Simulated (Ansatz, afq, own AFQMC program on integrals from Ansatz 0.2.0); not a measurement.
## Where AFQMC and coupled cluster stand for NH3, triplet

```yaml
atoms:
  - { symbol: H, position_ang: [-2.1135, 0.0594, 0.0000] }
  - { symbol: H, position_ang: [-0.8585, 0.0594, 0.0000] }
  - { symbol: N, position_ang: [0.1815, 0.0594, 0.0000] }
  - { symbol: H, position_ang: [0.4505, -0.9448, 0.0000] }
```

Basis cc-pVTZ. Noble-gas cores (and the filled d shells of Ga–Kr and In–Xe) are frozen. Ansatz 0.2.0 and our own AFQMC program on the same integrals; the CISD trial comes from CCSD amplitudes, and released means the phaseless constraint is let go. ± is one standard error of the sampling.

Determinant: UHF, the one that the program's search chose, which needn't be the lowest solution. The geometry is a point of a scan.

No full CI on the walks' own integrals is used here; CCSDT(Q) serves as the reference and is uncertain by about the last step of the cluster series.

Cautions: lower spins were not checked.

- T1 diagnostic: 0.0148
- weight of the determinant in the CISD state: 0.931
- ⟨S²⟩ of the determinant: 2.021
- size of the correlated space: 8 electrons in 71 orbitals

```
  level  correlation energy (eV)
    MP2                  -5.1690
   CCSD                  -5.6945
CCSD(T)                  -5.8650
```

Task: Estimate where phaseless AFQMC with a CISD trial lies against CCSD(T) on the same integrals.

Result: 0.55 ± 0.10 mEh below CCSD(T).

Reference: CCSDT(Q), correlation energy -5.885 eV. The released energy is read at 2.40 1/Eh (meV from the phaseless value at times in 1/Eh: -4.2 ± 2.1 at 0.24, -4.2 ± 2.1 at 0.51, -5.8 ± 2.2 at 0.99, -7 ± 3 at 1.62, -4 ± 3 at 2.40).

| level | E − E(reference) (mEh) | share of correlation (%) |
| --- | --- | --- |
| CCSD(T) | 0.75 | 99.65 |
| CCSDT | 0.24 | 99.89 |
| ph-AFQMC/CISD | 0.19 ± 0.10 | 99.91 |
| released AFQMC | 0.05 ± 0.13 | 99.98 |

A walk keeps the symmetry of its determinant, which the program's search chose and which needn't be the lowest solution, so a lower state of the same spin and another symmetry isn't excluded. Released energies are given only where the last usable release times agree within the noise; a slower fall can still hide under it.
